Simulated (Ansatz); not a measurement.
C3H6F2O, SMILES `COC(F)CF`. Charge 0, multiplicity 1. The geometry is a stationary point of PBE0-D4/def2-TZVP. It is one conformer, not always the lowest.

```xyz
12

C     0.958    1.628   -0.053
O     0.555    0.390    0.501
C    -0.298   -0.325   -0.290
F     0.351   -0.774   -1.426
C    -0.771   -1.514    0.509
F    -1.722   -2.201   -0.205
H     1.564    2.128    0.701
H     0.086    2.250   -0.288
H     1.552    1.481   -0.958
H    -1.141    0.283   -0.650
H     0.075   -2.177    0.710
H    -1.210   -1.170    1.449
```

What is the dipole moment at PBE/def2-TZVPP? (An estimate is asked.)

Computed: 2.40 D, with components (0.34, 2.08, 1.15) D in this frame, pointing from negative to positive charge.

And with r2SCAN, B3LYP, ωB97M-V? (Estimate.)

The calculation gave: r2SCAN 2.49 D, B3LYP 2.56 D, ωB97M-V 2.54 D.

Give the Mulliken charges with PBE, ωB97M-V, r2SCAN in def2-TZVPP. (Estimate.)

Computed: 
```json
{"atom": "C1", "PBE": "-0.16", "ωB97M-V": "-0.20", "r2SCAN": "-0.02"}
{"atom": "O2", "PBE": "-0.23", "ωB97M-V": "-0.28", "r2SCAN": "-0.30"}
{"atom": "C3", "PBE": "0.20", "ωB97M-V": "0.22", "r2SCAN": "0.30"}
{"atom": "F4", "PBE": "-0.19", "ωB97M-V": "-0.22", "r2SCAN": "-0.23"}
{"atom": "C5", "PBE": "0.08", "ωB97M-V": "0.06", "r2SCAN": "0.18"}
{"atom": "F6", "PBE": "-0.20", "ωB97M-V": "-0.22", "r2SCAN": "-0.24"}
{"atom": "H7", "PBE": "0.12", "ωB97M-V": "0.13", "r2SCAN": "0.07"}
{"atom": "H8", "PBE": "0.09", "ωB97M-V": "0.11", "r2SCAN": "0.05"}
{"atom": "H9", "PBE": "0.12", "ωB97M-V": "0.14", "r2SCAN": "0.08"}
{"atom": "H10", "PBE": "0.04", "ωB97M-V": "0.08", "r2SCAN": "0.02"}
{"atom": "H11", "PBE": "0.08", "ωB97M-V": "0.10", "r2SCAN": "0.05"}
{"atom": "H12", "PBE": "0.07", "ωB97M-V": "0.09", "r2SCAN": "0.04"}
```

B3LYP here is the variant with VWN-RPA as its local correlation; programs differ in this.
